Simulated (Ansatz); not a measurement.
C3H8N2, SMILES `N[C@H]1C[C@@H]1N`, relaxed with RKS PBE-D4/def2-SVP in Ansatz 0.2.0 from a rough embedded geometry. The force threshold is 0.03 eV/Å; the program also tests the step.

The species carries charge 0 and has multiplicity 1.

Start:

```xyz
13

N     1.708    0.038   -0.939
C     0.546   -0.533   -0.294
C     0.214   -0.144    1.099
C    -0.649    0.434    0.016
N    -2.000   -0.139   -0.192
H     2.003    0.916   -0.576
H     2.548   -0.581   -0.695
H     0.302   -1.535   -0.526
H    -0.186   -0.831    1.759
H     0.856    0.621    1.607
H    -0.486    1.435   -0.335
H    -2.230   -0.119   -1.178
H    -2.627    0.438    0.253
```

```json
{"step": "1", "energy (eV)": "-6207.4424", "largest force (eV/Å)": "3.261", "largest move (Å)": "0.000"}
{"step": "2", "energy (eV)": "-6207.9308", "largest force (eV/Å)": "0.927", "largest move (Å)": "0.104"}
{"step": "3", "energy (eV)": "-6207.9979", "largest force (eV/Å)": "0.146", "largest move (Å)": "0.056"}
{"step": "4", "energy (eV)": "-6208.0027", "largest force (eV/Å)": "0.085", "largest move (Å)": "0.038"}
{"step": "5", "energy (eV)": "-6208.0050", "largest force (eV/Å)": "0.059", "largest move (Å)": "0.051"}
{"step": "6", "energy (eV)": "-6208.0060", "largest force (eV/Å)": "0.020", "largest move (Å)": "0.043"}
```

End:

```xyz
13

N     1.725   -0.039   -0.977
C     0.567   -0.518   -0.264
C     0.196   -0.114    1.157
C    -0.606    0.393   -0.030
N    -1.927   -0.144   -0.224
H     1.877    0.956   -0.768
H     2.566   -0.523   -0.634
H     0.278   -1.546   -0.544
H    -0.295   -0.863    1.799
H     0.850    0.604    1.678
H    -0.412    1.457   -0.299
H    -2.204   -0.059   -1.210
H    -2.614    0.397    0.317
```

Hardware: 4 threads of an Arm Neoverse V1 on a shared host. Wall time 8.5 s, peak host memory 0.15 GiB.
